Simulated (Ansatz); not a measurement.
# AlH3O, triplet: from triple and quadruple zeta to the limit

```xyz
5

Al   -1.0336    0.0000    0.0000
H    -1.8265    1.3734    0.0000
H    -1.8265   -1.3734    0.0000
H     0.6634    0.0000    0.0000
O     1.9314    0.0000    0.0000
```

Connectivity, by distances: AlH3 ··· O.

Ansatz 0.2.0, UHF determinant, valence electrons correlated. Energies in eV.

```
       set  X  functions  Hartree–Fock  MP2 correlation  CCSD(T) correlation                                                                                              time
def2-TZVPP  3        115    -8664.6444          -7.3048              -8.5978  18 s on 1 × NVIDIA H100 80GB HBM3 with 1 thread of AMD EPYC 7R13 Processor (Zen 3) (shared host)
def2-QZVPP  4        217    -8664.9407          -7.9364              -9.1808  24 s on 1 × NVIDIA H100 80GB HBM3 with 1 thread of AMD EPYC 7R13 Processor (Zen 3) (shared host)
```

Hartree–Fock is taken to follow E(X) = E∞ + A·exp(−7.88·√X), correlation E(X) = E∞ + B·X^−2.97.

Cautions: lower spins were not checked.

Problem. Work out the CCSD(T) energy at the limit, and how far the shortcut misses it that extrapolates MP2 and adds CCSD(T) minus MP2 from the smaller set.

Solution. Hartree–Fock: E∞ = E4 + 0.1377·(E4 − E3) = -8664.9815. Correlation: E∞ = E4 + 0.7407·(E4 − E3) = -9.6126 for CCSD(T) and -8.4042 for MP2. The limit is -8674.5941 eV, 0.473 eV below def2-QZVPP. The shortcut gives a correlation energy of -8.4042 + (-1.2930) = -9.6972, 85 meV lower than the direct value.

Past Ne part of the Hartree–Fock step between the two sets comes from the cores, which don't follow the formula, so the 41 meV that it adds to the total can overshoot; that part largely cancels in differences.
